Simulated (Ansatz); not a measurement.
How far each method lies from UCCSDT(Q) for SnH₂⁻, doublet

Geometry: displaced at random from a stationary point.

```yaml
atoms:
  - { symbol: Sn, position_ang: [0.0021, -0.0210, -0.0001] }
  - { symbol: H, position_ang: [-0.1628, 1.2504, -1.2766] }
  - { symbol: H, position_ang: [-0.0861, 1.2180, 1.2914] }
```

Basis def2-SVPD with its core potentials; Ansatz 0.2.0. Correlated methods freeze the noble-gas cores and the filled d shells of p-block atoms, which leaves 7 electrons in 39 orbitals. Prefix R: restricted or restricted open-shell reference; prefix U: unrestricted. Active spaces: valence = (7e, 6o) chosen from the atoms' valence shells. No spin–orbit coupling is included; scalar relativity enters through the core potentials alone.

Full CI isn't at hand for all of this; UCCSDT(Q) serves as the reference, and is uncertain by about the last step of the cluster series. The frozen core follows each run's orbitals, which can shift R against U totals by a few meV for light atoms and by up to 0.1 eV past Ca.

The UHF ⟨S²⟩ is 0.770. The T1 diagnostic (RCCSD) is 0.0214 and the largest doubles amplitude (RCCSD) is 0.057. The T1 diagnostic (UCCSD) is 0.0182.

```json
{"level": "UHF", "E − E(UCCSDT(Q)) (meV)": "3200", "wall time": "–"}
{"level": "UMP2", "E − E(UCCSDT(Q)) (meV)": "788", "wall time": "–"}
{"level": "UCCSD", "E − E(UCCSDT(Q)) (meV)": "106", "wall time": "–"}
{"level": "UCCSD(T)", "E − E(UCCSDT(Q)) (meV)": "24", "wall time": "3.5 s"}
{"level": "UCCSDT", "E − E(UCCSDT(Q)) (meV)": "3", "wall time": "–"}
```

Run but not shown, since their state, orbitals or frozen core can't be matched to the reference's or they repeat it: RHF, RMP2, CISD, RCCSD, RCCSD(T), BCCD(T), RCCSDT, RCCSDT(Q), CASSCF (valence space), NEVPT2 (valence space), MRCISD (valence space), MRCISD+Q (valence space), MRCISD+Q(relaxed) (valence space).

Times hold each run's SCF and search for its determinant on a shared host, so for small cases they say little of a method's own cost; they ran on 1 thread of Arm Neoverse V1. Some runs computed forces too.

Natural occupations of CASSCF (valence space) about the gap: 1.997 1.970 1.963 1.000 0.036 0.034; effectively unpaired electrons, Σ n²(2−n)², 1.02.
